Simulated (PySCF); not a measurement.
Run record for `C=C1CC[C@H]1Cl`: PBE0/def2-SVPD, full TDDFT, 25 singlets.

Method: TDDFT PBE0/def2-SVPD, vertical, gas phase, core orbitals frozen in the response (PySCF 2.14.0, density-fitted response routines). Geometry: GFN2-xTB. The command runs a driver script over a list of jobs; the input below is this job's line of settings and its coordinates in Å.

Command:
```bash
OMP_NUM_THREADS=1 python probes_run.py task.json out
```

Input:
```
{"job": {"kind": "uv", "xc": "PBE0", "basis": "def2-SVPD", "nstates": 25, "ntriplets": 2, "tda": false}, "charge": 0, "multiplicity": 1}
C      1.957212     0.245783    -0.244153
C      0.666118     0.133410    -0.014751
C     -0.503417     1.083775    -0.033962
C     -1.445828    -0.124325     0.130757
C     -0.222048    -1.037870     0.300824
Cl    -0.113119    -2.405248    -0.838716
H      2.609361    -0.610820    -0.213123
H      2.407554     1.195431    -0.478926
H     -0.516421     1.776552     0.806180
H     -0.618574     1.649465    -0.956931
H     -2.111895    -0.095098     0.990004
H     -2.021853    -0.349929    -0.762738
H     -0.091479    -1.460641     1.297806
```

Output:
```
coarse grid: 11400 points
cycle   1  E = -654.1326771152  dE =  7.290e-01  |g| = 3.322e-01  |ddm| = 6.684e+00
cycle   2  E = -654.1312676185  dE =  1.409e-03  |g| = 3.577e-01  |ddm| = 1.728e+00
cycle   3  E = -654.1636546006  dE = -3.239e-02  |g| = 5.938e-02  |ddm| = 8.580e-01
cycle   4  E = -654.1643261416  dE = -6.715e-04  |g| = 3.341e-02  |ddm| = 2.256e-01
cycle   5  E = -654.1645996829  dE = -2.735e-04  |g| = 8.027e-03  |ddm| = 9.299e-02
cycle   6  E = -654.1646152370  dE = -1.555e-05  |g| = 1.654e-03  |ddm| = 2.837e-02
cycle   7  E = -654.1646158759  dE = -6.389e-07  |g| = 4.688e-04  |ddm| = 7.151e-03
final grid: 105392 points
cycle   8  E = -654.2412106962  dE = -2.926e-05  |g| = 7.245e-03  |ddm| = 1.622e-01
cycle   9  E = -654.2412037055  dE =  6.991e-06  |g| = 8.923e-03  |ddm| = 4.546e-02
cycle  10  E = -654.2412244949  dE = -2.079e-05  |g| = 1.548e-03  |ddm| = 2.566e-02
cycle  11  E = -654.2412250943  dE = -5.994e-07  |g| = 2.331e-04  |ddm| = 3.192e-03
cycle  12  E = -654.2412251076  dE = -1.337e-08  |g| = 7.635e-05  |ddm| = 6.028e-04
cycle  13  E = -654.2412251091  dE = -1.453e-09  |g| = 2.108e-05  |ddm| = 1.871e-04
cycle  14  E = -654.2412251092  dE = -1.002e-10  |g| = 5.667e-06  |ddm| = 8.237e-05
converged SCF energy = -654.2412251092

Static polarisability (au): isotropic 71.690, principal 56.162 77.090 81.817

Singlet excitations
state   eV       nm        f      main configurations
  1   6.1202    202.6   0.06524   H-1->L 0.40, H->L 0.38, H-2->L 0.19
  2   6.2135    199.5   0.04695   H-1->L 0.58, H->L 0.26, H-2->L 0.13
  3   6.5818    188.4   0.10196   H-2->L 0.66, H->L 0.30
  4   7.0734    175.3   0.02595   H->L+1 0.94
  5   7.5076    165.1   0.00480   H-3->L 0.82
  6   7.6090    162.9   0.03212   H->L+2 0.85
  7   7.6776    161.5   0.00126   H-1->L+1 0.65, H-4->L 0.16
  8   7.8149    158.7   0.00354   H-2->L+1 0.39, H->L+3 0.21, H-4->L 0.11
  9   7.8665    157.6   0.00414   H-4->L 0.50, H->L+3 0.21, H->L+4 0.10
 10   7.9143    156.7   0.00082   H->L+3 0.40, H-2->L+1 0.37, H-4->L 0.09
 11   8.0749    153.5   0.01329   H->L+4 0.77, H->L+3 0.11
 12   8.3214    149.0   0.01270   H-1->L+2 0.57, H-1->L+3 0.17, H-1->L+4 0.14
 13   8.4628    146.5   0.02200   H-2->L+2 0.36, H-2->L+4 0.13, H->L+5 0.13
 14   8.5035    145.8   0.05019   H->L+5 0.61, H->L+7 0.10
 15   8.5388    145.2   0.00470   H-1->L+3 0.73, H-1->L+2 0.20
 16   8.5686    144.7   0.04598   H-5->L 0.37, H-6->L 0.34, H-1->L+4 0.12
 17   8.6031    144.1   0.03342   H-1->L+4 0.64, H-5->L 0.10, H-1->L+2 0.09
 18   8.6652    143.1   0.02033   H->L+6 0.72
 19   8.7713    141.4   0.00316   H-2->L+2 0.30, H-2->L+4 0.24, H-5->L 0.17
 20   8.7853    141.1   0.00010   H-2->L+3 0.54, H-2->L+4 0.28
 21   8.8344    140.3   0.01643   H->L+7 0.34, H-6->L 0.21, H->L+6 0.11
 22   8.9269    138.9   0.15358   H->L+7 0.31, H-5->L 0.18, H-2->L+4 0.15
 23   9.0556    136.9   0.02271   H-1->L+5 0.78
 24   9.1105    136.1   0.03799   H->L+8 0.83
 25   9.2376    134.2   0.00991   H-2->L+5 0.56, H-3->L+1 0.26

Triplet excitations (Tamm-Dancoff, eV): 4.0222 5.7410
```

The SCF starts on a coarse grid where the log names one; the energy can jump when the final grid takes over, and dE then counts from the start density on the new grid. H and L stand for HOMO and LUMO; the number after each pair is its weight.

Question: Give S1 in cm⁻¹ and kJ/mol.

Answer: 6.1202 eV × 8065.54 = 49363 cm⁻¹; × 96.485 = 590.5 kJ/mol.

Question: Give the mean polarisability as a volume in Å³, and the ratio of the largest to the smallest principal value.

Answer: 71.690 au × 0.148185 = 10.62 Å³; 81.817/56.162 = 1.46.

In short: SCF converged in 14 cycles with 183 basis and 676 fitting functions; HOMO -7.53 eV, LUMO -0.62 eV; lowest singlet 6.12 eV; lowest triplet 4.02 eV (Tamm–Dancoff); mean polarisability 71.7 au.

Time: 36 s wall; peak memory 0.74 GiB. Hardware: an Arm Neoverse V2 with one thread, shared host.
